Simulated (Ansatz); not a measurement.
Harmonic frequencies (cm⁻¹) at PBE0-D4/def2-TZVP from Ansatz: 177, 217, 264, 296, 395, 546, 590, 673, 708, 823, 952, 1060, 1087, 1156, 1280, 1355, 1386, 1414, 1476, 1488, 2233, 2992, 3067, 3152, 3156, 3481, 3861.

Each molecule was computed in one conformer, which needn't be the lowest.

Problem. Which molecule is it?
A. `C#CC(C)O`
B. `C#COCC`
C. `C1=CCOC1`
D. `C/C=C\C=O`

Solution. A.
